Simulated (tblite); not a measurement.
Compound: ethylenediamine, C2H8N2.
Bonds: N1–C2, C2–C3, C3–N4. Hydrogens: H5, H6 on N1; H7, H8 on C2; H9, H10 on C3; H11, H12 on N4.

Computed with GFN2-xTB (tblite), gas phase: Langevin dynamics at 600 K from the optimised GFN2-xTB geometry, time step 0.5 fs, friction 0.01 fs⁻¹, 2000 steps. The instantaneous temperature is 2·E(kin)/(3Nk) with all 3N coordinates.

| t (fs) | T (K) | E(pot) above start (eV) | N1–C2 (Å) | C2–C3 (Å) | C3–N4 (Å) | N1–H5 (Å) | N1–C2–C3–N4 (°) |
| --- | --- | --- | --- | --- | --- | --- | --- |
| 0 | 523 | 0.000 | 1.451 | 1.544 | 1.451 | 1.015 | 180 |
| 50 | 555 | 0.672 | 1.474 | 1.516 | 1.376 | 0.971 | 175 |
| 100 | 443 | 0.586 | 1.437 | 1.549 | 1.524 | 1.002 | -179 |
| 150 | 446 | 0.463 | 1.445 | 1.551 | 1.435 | 1.053 | -159 |
| 200 | 381 | 0.807 | 1.461 | 1.525 | 1.457 | 1.105 | 180 |
| 250 | 720 | 0.757 | 1.496 | 1.572 | 1.458 | 1.084 | -171 |
| 300 | 722 | 0.908 | 1.497 | 1.543 | 1.439 | 1.053 | -175 |
| 350 | 431 | 0.893 | 1.454 | 1.486 | 1.520 | 1.018 | 173 |
| 400 | 674 | 0.606 | 1.444 | 1.569 | 1.463 | 0.982 | -172 |
| 450 | 593 | 0.797 | 1.422 | 1.485 | 1.427 | 1.000 | -175 |
| 500 | 655 | 0.901 | 1.493 | 1.561 | 1.526 | 1.015 | 160 |
| 550 | 446 | 0.785 | 1.491 | 1.519 | 1.416 | 1.036 | 159 |
| 600 | 468 | 0.701 | 1.426 | 1.491 | 1.427 | 1.053 | 178 |
| 650 | 590 | 0.643 | 1.443 | 1.555 | 1.493 | 1.042 | -169 |
| 700 | 436 | 0.439 | 1.510 | 1.576 | 1.443 | 1.047 | -172 |
| 750 | 419 | 0.614 | 1.420 | 1.570 | 1.545 | 1.071 | 180 |
| 800 | 590 | 0.646 | 1.468 | 1.550 | 1.429 | 0.994 | 171 |
| 850 | 538 | 0.501 | 1.454 | 1.543 | 1.503 | 0.999 | 157 |
| 900 | 574 | 0.681 | 1.453 | 1.559 | 1.495 | 1.021 | 160 |
| 950 | 500 | 0.889 | 1.495 | 1.530 | 1.389 | 1.046 | -175 |
| 1000 | 384 | 0.971 | 1.379 | 1.622 | 1.460 | 1.064 | -152 |

Problem. From 500 fs on, how do temperature and potential energy compare with equipartition?

Solution. The mean temperature of these 11 frames is 509 K against the target 600 K, and the mean potential energy 0.71 eV against 30 × kT/2 = 0.78 eV for 30 classical harmonic modes. For 12 atoms in a canonical ensemble the temperature itself scatters by T·√(2/(3N)) = 141 K; here its standard deviation is 82 K. The whole run lasts only 10 friction times of 100 fs, so these averages carry a wide statistical error.

Problem. What are the kinetic and total energies of the listed frame with the highest potential energy?

Solution. The one at 1000 fs, 0.971 eV above the start. Its kinetic energy is 3NkT/2 = 0.596 eV at 384 K, so the sum is 1.57 eV; over the listed frames the sum runs from 0.81 to 2.03 eV, since the thermostat adds and removes energy.

Problem. How much do the listed bonds fluctuate from 500 fs on?

Solution. 
```csv
bond,at the start (Å),mean (Å),standard deviation (Å)
N1–C2,1.451,1.458,0.038
C2–C3,1.544,1.553,0.032
C3–N4,1.451,1.466,0.047
N1–H5,1.015,1.035,0.024
```

The motion is classical and holds no zero-point motion.

What follows is the cost of the whole dynamics run. On one thread of an Arm Neoverse N1, no GPU, shared host with 64 logical CPUs at a one-minute load of 60, this took 9.5 s wall and 0.18 GiB of memory at its peak.
